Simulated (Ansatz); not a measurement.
Ansatz (a program for electronic structure) input:

Ansatz 0.2 input:
```yaml
crystal:
  periodic: [false, false, false]
  atoms:
    - {symbol: N, position_ang: [-0.00157683, -0.00024839, 1.30348651]}
    - {symbol: C, position_ang: [0.00170413, 0.00026845, -1.40872082]}
    - {symbol: C, position_ang: [0.00242832, 1.18429545, 0.66375975]}
    - {symbol: C, position_ang: [-0.00403366, -1.18454834, 0.66330053]}
    - {symbol: C, position_ang: [-0.00242719, -1.20598434, -0.71362886]}
    - {symbol: C, position_ang: [0.00415317, 1.20625623, -0.71316122]}
    - {symbol: H, position_ang: [0.00301286, 0.00047461, -2.49058434]}
    - {symbol: H, position_ang: [0.00410240, 2.07112659, 1.28013971]}
    - {symbol: H, position_ang: [-0.00719860, -2.07161432, 1.27933659]}
    - {symbol: H, position_ang: [-0.00438966, -2.15440561, -1.23046542]}
    - {symbol: H, position_ang: [0.00736564, 2.15487440, -1.22963003]}
    - {symbol: H, position_ang: [-0.00280348, -0.00044162, 2.31750162]}
basis:
  gaussian:
    orbitals: 6-31G
total_charge: 1
magnetization: {spin_polarized: false}
correlation: {method: ccsd_t, electrons: outside_noble_gas}
```

Question: Which total energy does the run end on?

Answer: -247.56805 Eh (CCSD(T)/6-31G). The basis has 66 functions.

It need not be the lowest isomer of its formula.
